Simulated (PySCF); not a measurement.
C₃H₄FN₂ (charge +1), SMILES Fc1[nH]cc[nH+]1, point group C2v.

Level: PBE0/pcSseg-1 in PySCF (density fitting, grid level 2); geometry and Hessian at that level, cubic constants and property derivatives from steps of ±0.6 along each species' dimensionless normal coordinates, second-order vibrational perturbation theory. The parent has the commonest isotopes.

Equilibrium geometry (Å):

```json
{"atom": "F1", "x": "2.3360", "y": "-0.3446", "z": "-0.4017"}
{"atom": "C2", "x": "1.0854", "y": "-0.1588", "z": "-0.1911"}
{"atom": "N3", "x": "0.4751", "y": "1.0138", "z": "-0.1834"}
{"atom": "C4", "x": "-0.8697", "y": "0.8103", "z": "0.0784"}
{"atom": "C5", "x": "-1.0425", "y": "-0.5215", "z": "0.2267"}
{"atom": "N6", "x": "0.1996", "y": "-1.1092", "z": "0.0530"}
{"atom": "H7", "x": "0.9352", "y": "1.9053", "z": "-0.3452"}
{"atom": "H8", "x": "-1.5718", "y": "1.6303", "z": "0.1337"}
{"atom": "H9", "x": "-1.9269", "y": "-1.1058", "z": "0.4385"}
{"atom": "H10", "x": "0.4152", "y": "-2.1012", "z": "0.1011"}
```

An isotope shift is δ(isotopologue) − δ(parent), that is, the negative of the change in the averaged GIAO shielding; n counts bonds from the nearest label (0: the labelled atom itself). These are computed values; those of heavy atoms are rounded to 5 ppb, about the numerical noise.

(1) What isotope shifts arise with ²H at 7?

Results:

(1) 
```
nucleus  n  0 K (ppb)  250 K (ppb)
     H7  0       -102         -101
     N3  1       -390         -405
     C2  2       -140         -120
     C4  2       -170         -150
     F1  3       -250         -210
     C5  3        -40          -35
     N6  3        -50          -35
     H8  3          1            1
     H9  4         -2           -1
    H10  4          1            1
```
